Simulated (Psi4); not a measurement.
# SiH3 (silyl radical): levels of theory compared

Wanted: a comparison of 5 runs (UHF/cc-pVTZ, UPBE/cc-pVTZ, USVWN5/cc-pVTZ, UMP2/cc-pVTZ, UCCSD/cc-pVTZ) of SiH3 (silyl radical). 

The results are computed with Psi4 1.11.

2 further runs of the same task are left out: 2 set aside as unsound or not needed.

### Step 1. The structure to begin with

SiH3 has 4 atoms, charge 0, and is taken as a doublet. As SMILES, `[SiH3]`. The Si1–H3 distance was set to 1.932 Å, away from the relaxed value.

Bond lengths: Si1–H2 1.486 Å, Si1–H4 1.486 Å. Angles: H2–Si1–H4 111.2°. A long bond or contact: Si1–H3 1.932 Å.

### Step 2. The energy at UHF/cc-pVTZ (run 1)

h3si.xyz

```xyz
4
H3Si
Si     0.449142     0.385566    -0.231285
H      0.714512     1.077766     1.056645
H     -0.224040    -1.401650     0.060130
H     -0.473528     1.175716    -1.087245
```

job.py

```python
import psi4

psi4.set_memory('2200 MB')
psi4.set_num_threads(1)
psi4.core.set_output_file('run.log', False)

with open('h3si.xyz') as f:
    atoms = ''.join(f.readlines()[2:])
geom = psi4.geometry('0 2\n' + atoms + 'symmetry c1\nno_reorient\nno_com')

options = {'basis': 'cc-pVTZ', 'reference': 'uhf', 'puream': True, 'e_convergence': 1e-09, 'd_convergence': 1e-08, 'scf_type': 'pk', 'maxiter': 100}
psi4.set_options(options)

result, w = psi4.energy("hf", molecule=geom, return_wfn=True)
psi4.oeprop(w, "LOWDIN_CHARGES", "DIPOLE", "QUADRUPOLE", title="HF")
print(f'hf energy: {result:.10f} Eh')
```

The run is started by

```
$ python job.py
```

run.log:

```text
[...]
  Running in c1 symmetry.
[...]
  Nuclear repulsion =   14.394970485098431
[...]
  Multiplicity = 2
[...]
  Nalpha       = 9
  Nbeta        = 8
[...]
    Number of basis functions: 76
[...]
   @UHF iter   1:  -290.57573360044819   -5.99160e-01   1.82881e-03 ADIIS/DIIS
[...]
   @UHF iter  14:  -290.59991512343379   -1.20508e-11   8.06513e-09 DIIS
[...]
   @S^2 Observed:                7.549206764E-01
[...]
    Orbital Energies [Eh]
    ---------------------
    Alpha Occupied:
       1A    -68.821584     2A     -6.165538     3A     -4.277953
       4A     -4.268122     5A     -4.267279     6A     -0.717220
       7A     -0.505002     8A     -0.439666     9A     -0.343633
    Alpha Virtual:
      10A      0.093444    11A      0.143916    12A      0.151942
      13A      0.263200    14A      0.295428    15A      0.315620
      16A      0.320420    17A      0.320501    18A      0.348752
      19A      0.426256    20A      0.435158    21A      0.462410
      22A      0.495361    23A      0.664312    24A      0.731968
      25A      0.799223    26A      0.843716    27A      0.879115
[...]
  @UHF Final Energy:  -290.59991512343379
   => Energetics <=
    Nuclear Repulsion Energy =             14.3949704850984315
    One-Electron Energy =                -430.8414473084263818
    Two-Electron Energy =                 125.8465616998941528
    Total Energy =                       -290.5999151234337887
  UHF NO Occupations:
  HONO-2 :    7  A 1.9996839
  HONO-1 :    8  A 1.9980349
[...]
 Multipole Moments:
 ------------------------------------------------------------------------------------
     Multipole            Electronic (a.u.)      Nuclear  (a.u.)        Total (a.u.)
 ------------------------------------------------------------------------------------
 L = 1.  Multiply by 2.5417464519 to convert [e a0] to [Debye]
 Dipole X            :        -11.8025372           11.9145947            0.1120575
 Dipole Y            :        -11.4817111           11.8103272            0.3286161
 Dipole Z            :          6.0160183           -6.0631107           -0.0470924
 Magnitude           :                                                    0.3503756
 L = 2.  Multiply by 1.3450342976 to convert [e a0^2] to [Debye ang]
 Quadrupole XX       :        -25.1741511           12.8885072          -12.2856440
 Quadrupole XY       :        -10.3852923           10.5410775            0.1557852
[...]
```

On the terminal:

```text
hf energy: -290.5999151234 Eh
```

Wall time 7.8 s (1 thread of Intel Xeon at 2.50GHz (Skylake/Cascade Lake), shared host); peak memory 0.44 GiB.

### Step 3. The energy at UPBE/cc-pVTZ (run 2)

calc.inp

```
memory 2200 MB

molecule mol {
  0 2
  Si     0.449142     0.385566    -0.231285
  H      0.714512     1.077766     1.056645
  H     -0.224040    -1.401650     0.060130
  H     -0.473528     1.175716    -1.087245
  units angstrom
  symmetry c1
}

set {
  reference            uks
  puream               true
  e_convergence        1e-09
  d_convergence        1e-08
  scf_type             pk
  dft_radial_points    99
  dft_spherical_points 590
  maxiter              100
}

energy_value, wavefunction = energy("pbe/cc-pVTZ", return_wfn=True)
oeprop(wavefunction, "MAYER_INDICES", "LOWDIN_CHARGES", "WIBERG_LOWDIN_INDICES")
```

The run is started by

```
$ psi4 -i calc.inp -o calc.out -n 1
```

calc.out:

```text
[...]
  Running in c1 symmetry.
[...]
  Nuclear repulsion =   14.394970485098430
[...]
  Multiplicity = 2
[...]
  Nalpha       = 9
  Nbeta        = 8
[...]
    Number of basis functions: 76
[...]
   @UKS iter   1:  -290.99440508063242   -3.03116e-01   4.01153e-03 ADIIS/DIIS
[...]
   @UKS iter  12:  -291.04654607997634   -1.36424e-12   2.53982e-09 DIIS
[...]
   @S^2 Observed:                7.526330657E-01
[...]
    Orbital Energies [Eh]
    ---------------------
    Alpha Occupied:
       1A    -65.462832     2A     -5.086649     3A     -3.501436
       4A     -3.496974     5A     -3.495415     6A     -0.482569
       7A     -0.329378     8A     -0.288122     9A     -0.200984
    Alpha Virtual:
      10A     -0.057197    11A      0.006473    12A      0.007462
      13A      0.123106    14A      0.148556    15A      0.149416
      16A      0.161981    17A      0.169767    18A      0.204565
      19A      0.268102    20A      0.279182    21A      0.297601
      22A      0.318616    23A      0.441536    24A      0.508659
      25A      0.567767    26A      0.612372    27A      0.644706
[...]
  @UKS Final Energy:  -291.04654607997634
   => Energetics <=
    Nuclear Repulsion Energy =             14.3949704850984297
    One-Electron Energy =                -431.0494875445549496
    Two-Electron Energy =                 147.3212903503362554
    DFT Exchange-Correlation Energy =     -21.7133193708561052
    Empirical Dispersion Energy =           0.0000000000000000
    VV10 Nonlocal Energy =                  0.0000000000000000
    Total Energy =                       -291.0465460799763378
[...]
 Multipole Moments:
 ------------------------------------------------------------------------------------
     Multipole            Electronic (a.u.)      Nuclear  (a.u.)        Total (a.u.)
 ------------------------------------------------------------------------------------
 L = 1.  Multiply by 2.5417464519 to convert [e a0] to [Debye]
 Dipole X            :          1.1870509           -1.1246952            0.0623557
 Dipole Y            :          0.4950897           -0.2577121            0.2373776
 Dipole Z            :         -0.6352146            0.6114984           -0.0237162
 Magnitude           :                                                    0.2465741
[...]
```

Wall time 27 s (1 thread of Intel Xeon at 2.50GHz (Skylake/Cascade Lake), shared host); peak memory 0.93 GiB.

Runs 3 to 4 aren't shown in full; the table further down has their settings and results.

### Step 4. The energy at UCCSD/cc-pVTZ (run 5)

h3si.xyz is that of step 2.

h3si_ase.py

```python
import numpy as np
from ase.calculators.psi4 import Psi4
from ase.io import read

atoms = read('h3si.xyz')
calc = Psi4(atoms=atoms, method='ccsd', basis='cc-pVTZ', memory='2200MB', num_threads=1, charge=0, multiplicity=2, label='h3si', reference='uhf')
calc.psi4.set_options({'puream': True, 'e_convergence': 1e-09, 'd_convergence': 1e-08, 'scf_type': 'pk', 'num_frozen_docc': 5, 'maxiter': 100})
atoms.calc = calc

print(f'energy: {atoms.get_potential_energy():.6f} eV')
```

The run is started by

```
$ python h3si_ase.py
```

h3si.dat:

```text
[...]
  Running in c1 symmetry.
[...]
  Nuclear repulsion =   14.394970485098430
[...]
  Multiplicity = 2
[...]
  Nalpha       = 9
  Nbeta        = 8
[...]
    Number of basis functions: 76
[...]
   @UHF iter   1:  -290.57573360044796   -5.99160e-01   1.82881e-03 DIIS/ADIIS
[...]
   @UHF iter  14:  -290.59991512343356   -1.21076e-11   8.06513e-09 DIIS
[...]
   @S^2 Observed:                7.549206764E-01
[...]
    Orbital Energies [Eh]
    ---------------------
    Alpha Occupied:
       1A    -68.821584     2A     -6.165538     3A     -4.277953
       4A     -4.268122     5A     -4.267279     6A     -0.717220
       7A     -0.505002     8A     -0.439666     9A     -0.343633
    Alpha Virtual:
      10A      0.093444    11A      0.143916    12A      0.151942
      13A      0.263200    14A      0.295428    15A      0.315620
      16A      0.320420    17A      0.320501    18A      0.348752
      19A      0.426256    20A      0.435158    21A      0.462410
      22A      0.495361    23A      0.664312    24A      0.731968
      25A      0.799223    26A      0.843716    27A      0.879115
[...]
  @UHF Final Energy:  -290.59991512343356
   => Energetics <=
    Nuclear Repulsion Energy =             14.3949704850984297
    One-Electron Energy =                -430.8414473084259271
    Two-Electron Energy =                 125.8465616998938970
    Total Energy =                       -290.5999151234335613
  UHF NO Occupations:
  HONO-2 :    7  A 1.9996839
  HONO-1 :    8  A 1.9980349
[...]
 Multipole Moments:
 ------------------------------------------------------------------------------------
     Multipole            Electronic (a.u.)      Nuclear  (a.u.)        Total (a.u.)
 ------------------------------------------------------------------------------------
 L = 1.  Multiply by 2.5417464519 to convert [e a0] to [Debye]
 Dipole X            :          1.2367527           -1.1246952            0.1120575
 Dipole Y            :          0.5863282           -0.2577121            0.3286161
 Dipole Z            :         -0.6585908            0.6114984           -0.0470924
 Magnitude           :                                                    0.3503756
[...]
      * MP2 total energy                      = -290.717475883838802
[...]
      * CCSD total energy                     = -290.746371388791204
```

Standard output:

```text
energy: -7911.611747 eV
```

Wall time 40 s (1 thread of Intel Xeon at 2.50GHz (Skylake/Cascade Lake), shared host); peak memory 0.54 GiB.

### Step 5. All runs side by side

| run | level | integration grid | frozen core orbitals | energy (Eh) | dipole moment (D) | HOMO energy (eV) | LUMO energy (eV) | wall time |
| --- | --- | --- | --- | --- | --- | --- | --- | --- |
| 1 | UHF/cc-pVTZ | – | 0 | -290.599915 | 0.89 | -9.35 | 0.94 | 7.8 s |
| 2 | UPBE/cc-pVTZ | 99 radial × 590 angular | 0 | -291.046546 | 0.63 | -5.47 | -3.72 | 27 s |
| 3 | USVWN5/cc-pVTZ | 99 radial × 590 angular | 0 | -290.005742 | 0.55 | -5.40 | -4.12 | 19 s |
| 4 | UMP2/cc-pVTZ | – | 5 | -290.717476 | – | -9.35 | 0.94 | 13 s |
| 5 | UCCSD/cc-pVTZ | – | 5 | -290.746371 | – | -9.35 | 0.94 | 40 s |

### Step 6. Results

| quantity | value |
| --- | --- |
| run 5: total energy | -290.74637 Eh |
| run 5: HOMO energy (Hartree–Fock orbitals) (highest over α and β) | -9.35 eV |
| run 5: LUMO energy (Hartree–Fock orbitals) (lowest over α and β) | 0.94 eV |
| run 5: correlation energy (5 core orbitals frozen) | -146.5 mEh |
| run 5: ⟨S²⟩ of the reference determinant | 0.755 |
| run 5: T1 diagnostic | 0.025 |

Below the UHF energy at the same shape and in the same basis (cc-pVTZ): UMP2 -117.6 mEh; UCCSD -146.5 mEh. Over runs 1, 2, 3 the dipole moment (its size) runs from 0.55 D (USVWN5/cc-pVTZ) to 0.89 D (UHF/cc-pVTZ). Totals of different functionals can't be ranked against each other. All runs together took 1.8 min, the longest 40 s.
